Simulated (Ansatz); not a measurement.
A plane-wave DFT run in Ansatz 0.2.0 (scalar-relativistic PAW potentials unless the input names others): input and command.

```yaml
crystal:
  lattice:
    - [4.4214198774, 0.0, 0.0]
    - [0.0, 4.4214198774, 0.0]
    - [0.0, 0.0, 4.4214198774]
  atoms:
    - { symbol: Ba, position: [0.0, 0.0, 0.0] }
    - { symbol: "Y", position: [0.5, 0.5, 0.5] }
basis:
  ecutwfc: 420
kpoints:
  mp_grid: { grid: [12, 12, 12] }
hamiltonian:
  xc: pbe
  hubbard: { sites: [{ species: Ba, l: f, u_eff: 30.0 }] }
scf:
  occupations: { method: gaussian, width: 0.1 }
  max_iter: 60
output:
  forces: true
  eigenvalues: true
  stress: true
relax:
  adjacent_minimum: "off"
  f_tol: 0.01
  max_steps: 80
  cell: { stress_tol: 0.05 }
```

```bash
ansatz run input.yaml --threads 1 --pin off --max-ram 2560MiB --backend cpu --events-out ev --progress --plain --runs-dir out
```

Question: What is wrong with this input?

Answer: The program refuses it, because of a U on a shell that isn't there (hamiltonian.hubbard: not typed → {"sites": [{"species": "Ba", "l": "f", "u_eff": 30.0}]}). Without that key it is accepted.

Abridged log:
```
Error: inconsistent input (hamiltonian.hubbard.sites[].l, hamiltonian.hubbard.sites[].shell): the file of Ba doesn't list 4f, and it can't be added: PBE doesn't bind the shell 4f of the free atom, whose level lies at +0.87 eV. Type an atom or ion with it (hamiltonian.pseudopotentials.projection_atoms), take another file or name another shell
```